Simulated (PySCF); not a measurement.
Homolysis of single bonds, series C NH2-SH. All species are isolated molecules in the gas phase. One relaxed conformer stands for each flexible species; it need not be the lowest. Strings in code marks are SMILES.

Method: PBE-D3(BJ)/def2-TZVP // PBE0-D4/def2-TZVP (PySCF 2.14.0). 

```
species                        highest occupied spin orbital (eV)
-----------------------------  ----------------------------------
whole molecule (`NC(N)(S)S`)                                    –
radical fragment (`N[C](S)S`)                               -3.32
radical fragment (`[NH2]`)                                      …
radical fragment (`N[C](N)S`)                               -2.93
```

Q: Complete the blanks.

A: 
- radical fragment (`[NH2]`), highest occupied spin orbital (eV): -7.06
